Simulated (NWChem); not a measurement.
## methylamine (CH₅N) in NWChem

SMILES: CN
```xyz
7

C     -0.0874     0.6904     0.0000
N      0.1968    -0.7279     0.0000
H      0.3730     1.1640    -0.8817
H      0.3730     1.1640     0.8817
H     -1.1606     0.9771     0.0000
H     -0.2194    -1.1763    -0.8133
H     -0.2194    -1.1763     0.8133
```
Charge 0, spin multiplicity 1.

All runs are NWChem calculations. All single points use one geometry, from PBE0/def2-SVP, a minimum by its harmonic frequencies.

Symmetry labels belong to the abelian group Cs used in the runs, with the axes of the coordinates shown.

### Question
List the lowest 3 singlet excitations that CIS/def2-SVPD gives, with oscillator strengths.

### Answer
```csv
state,symmetry,energy (eV),wavelength (nm),f
1,a',7.53,165,0.011
2,a',9.10,136,0.073
3,a",9.18,135,0.014
```
